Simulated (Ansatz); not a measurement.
# AlB (singlet): from Hartree-Fock to the top rungs at distance B1–Al2 = 1.697 Å, cc-pVDZ

How much of the correlation energy of AlB (singlet) does each wave-function method recover here?

Program: Ansatz 0.2.0, Gaussian basis. Level of theory: cc-pVDZ, core rule «outside noble gas», up to 6 orbitals frozen. These are calculated values, not measurements.

The runs, in order: UHF; CCSD(T) on RHF; CCSD(T) on UHF; BCCD(T) on RHF; CISD; CCSDT(Q) on RHF; CCSDT(Q) on UHF; CCSDTQ on RHF; CASSCF and MRCISD+Q, 2 electrons in 2 orbitals; CASSCF and NEVPT2, 2 electrons in 2 orbitals; CASSCF and MRCISD+Q, 6 electrons in 8 orbitals; CASSCF and NEVPT2, 6 electrons in 8 orbitals; Full CI.

19 further runs of the same task are left out: 1 for a known fault of the program, 13 that didn't finish, 5 set aside as unsound or not needed.

## Step 1: What is computed

The geometry derives from a PBE0/def2-TZVP stationary point (not a proven minimum). One bond is set to the value named and the two fragments are kept rigid.

2 atoms, charge 0, spin multiplicity 1.

Atoms are counted from 1 here; the program's logs count them from 0.

Bond lengths: B1–Al2 1.697 Å.

As a file:

```xyz
2
charge 0, multiplicity 1
B     0.00000    0.00000    0.00000
Al    0.00000    0.00000    1.69700
```

## Step 2: UHF

The input, in.yaml:

```yaml
crystal:
  periodic: [false, false, false]
  atoms:
    - {symbol: B, position_ang: [0.000000, 0.000000, 0.000000]}
    - {symbol: Al, position_ang: [0.000000, 0.000000, 1.697000]}
basis:
  gaussian: {orbitals: cc-pVDZ}
magnetization: {spin_polarized: true, initial_magnetization: 0}
hamiltonian: {xc: hf}
output: {orbitals: {seedname: orbitals}}
```

Started as:

```bash
$ ansatz run in.yaml --threads 1 --pin off --events-out ev --progress --plain --max-ram 2393MiB
```

The runs that follow: CCSD(T) on RHF; CCSD(T) on UHF; BCCD(T) on RHF; CISD; CCSDT(Q) on RHF; CCSDT(Q) on UHF; CCSDTQ on RHF; CASSCF and MRCISD+Q, 2 electrons in 2 orbitals; CASSCF and NEVPT2, 2 electrons in 2 orbitals; CASSCF and MRCISD+Q, 6 electrons in 8 orbitals; CASSCF and NEVPT2, 6 electrons in 8 orbitals; Full CI.

**Question.** What will the summary of the whole plan be? Wanted: FCI below the RHF energy; RMP2 from FCI; RCCSD from FCI; RCCSD(T) from FCI; RCCSDT(Q) from FCI; NEVPT2 valence from FCI; MRCISD+Q valence from FCI; T1 diagnostic; effectively unpaired electrons.

**Answer**, as computed:

| quantity | value |
| --- | --- |
| FCI below the RHF energy | -4.7933 eV |
| RMP2 from FCI | +1565.4 meV |
| RCCSD from FCI | +525.4 meV |
| RCCSD(T) from FCI | +226.5 meV |
| RCCSDT(Q) from FCI | +14.2 meV |
| NEVPT2 valence from FCI | +438.2 meV |
| MRCISD+Q valence from FCI | -19.0 meV |
| levels within 1 kcal/mol (43 meV) | RCCSDT(Q), RCCSDTQ, MRCISD+Q valence |
| T1 diagnostic | 0.062 |
| effectively unpaired electrons | 2.39 |

What this shows: RCCSD(T) misses by +226.5 meV, 4.7 % of the correlation energy. MRCISD+Q valence falls below full CI: the +Q correction isn't variational, and the cores differ from full CI's. The occupations show strong static correlation (2.4 unpaired electrons where one determinant has 0). Of the multireference levels listed MRCISD+Q valence comes nearest in total energy (-19.0 meV), which doesn't show that its space is the better one. These misses are within one basis, not against nature.
